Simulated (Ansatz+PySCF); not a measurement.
## doublet SiH: levels of theory in one basis

```xyz
2

Si    0.0000    0.0000   -0.7648
H     0.0000    0.0000    0.7648
```

Basis set: cc-pVTZ on H; cc-pV(T+d)Z on Si (spherical functions). Correlated methods keep 5 orbitals frozen. Correlation on ROHF uses semicanonical orbitals with singles. Charge 0, multiplicity 2.

Computed with Ansatz (development build ahead of 0.2.0) and PySCF 2.14.0; each method stands on the lowest determinant of its kind that the runs found.

```csv
method,E − E(ROHF) (eV),<S²> of the determinant
ROHF,0.00,0.75
UHF,-0.14,0.79
ROHF-MP2,-2.35,–
UHF-MP2,-2.31,0.79
ROHF-CCSD(T),-3.07,–
```

Problem. What does UHF-CCSD give on the same scale?

Solution. -2.99 eV.

Problem. Is a single determinant a sound starting point here?

Solution. By this sign, yes. Unrestricted orbitals gain 0.14 eV and <S²> is 0.79 against 0.75 for a pure state.
